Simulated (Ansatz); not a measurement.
Ansatz (a program for electronic structure) input:

Ansatz 0.2 input:
```yaml
crystal:
  periodic: [false, false, false]
  atoms:
    - {symbol: C, position_ang: [0.59471092, 1.72541219, 0.01692716]}
    - {symbol: C, position_ang: [0.60112670, 0.39693914, 0.01560230]}
    - {symbol: C, position_ang: [-0.59938332, -0.41072878, 0.01415587]}
    - {symbol: C, position_ang: [-0.59330986, -1.73916240, 0.00852193]}
    - {symbol: H, position_ang: [1.50353669, 2.30230717, 0.01756514]}
    - {symbol: H, position_ang: [-0.32698318, 2.28456372, 0.01656765]}
    - {symbol: H, position_ang: [1.53865340, -0.14433866, 0.01496076]}
    - {symbol: H, position_ang: [-1.53667033, 0.13080885, 0.01734539]}
    - {symbol: H, position_ang: [0.32797905, -2.29883093, 0.00417002]}
    - {symbol: H, position_ang: [-1.50245730, -2.31536316, 0.00763935]}
basis:
  gaussian:
    orbitals: def2-TZVP
hamiltonian:
  xc: b3lyp
  dispersion: d3bj
relax: {f_tol: 0.002, max_steps: 150}
```

What final total energy does it print?

-156.06859 Eh (B3LYP-D3(BJ)/def2-TZVP). The basis has 160 functions. The run takes very roughly 24 core-seconds.
